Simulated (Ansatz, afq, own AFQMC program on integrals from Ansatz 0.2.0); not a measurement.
**CH3⁺, singlet in cc-pVDZ, levels against full CI**

```xyz
4

C     0.0000    0.0000    0.0000
H     1.2385    0.0157   -0.0003
H    -0.6329    1.0647   -0.0032
H    -0.6056   -1.0805    0.0034
```

Basis cc-pVDZ. Noble-gas cores (and the filled d shells of Ga–Kr and In–Xe) are frozen. AFQMC by an in-house program on the Cholesky factors that Ansatz 0.2.0 writes for its CCSD(T) run. The CISD trial takes its coefficients from CCSD amplitudes. Released means that phaseless walkers are propagated on without the constraint, phases kept. Error bars are statistical, one sigma.

Determinant: RHF, the one that the program's search chose, which needn't be the lowest solution. The geometry is a point of a scan.

Full CI on the same integrals is exact in this basis and with this determinant's frozen core.

* T1 diagnostic: 0.0055
* weight of the determinant in the CISD state: 0.937
* size of the correlated space: 6 electrons in 28 orbitals

Reference: full CI, correlation energy -3.855 eV. The released energy is read at 2.40 1/Eh (meV from the phaseless value at times in 1/Eh: -1.7 ± 1.3 at 0.24, -1.6 ± 1.2 at 0.51, -1.8 ± 1.0 at 0.99, -5.5 ± 1.0 at 1.62, -2.6 ± 1.2 at 2.40).

```
         level  E − E(reference) (kJ/mol)  share of correlation (%)
            HF                      372.0                      0.00
           MP2                       75.7                     79.64
          CCSD                        7.8                     97.90
       CCSD(T)                        1.5                     99.58
         CCSDT                        0.3                     99.92
      CCSDT(Q)                        0.0                     99.99
        CCSDTQ                        0.0                    100.00
 ph-AFQMC/CISD                  0.3 ± 0.1                     99.93
released AFQMC                  0.0 ± 0.1                    100.00
```

CCSDT and higher add their correlation energy to the determinant of the CCSD(T) run, since their own runs factorise the integrals more tightly (a shift of under 2 meV). A walk keeps the symmetry of its determinant, which the program's search chose and which needn't be the lowest solution, so a lower state of the same spin and another symmetry isn't excluded. Released energies are given only where the last usable release times agree within the noise; a slower fall can still hide under it.
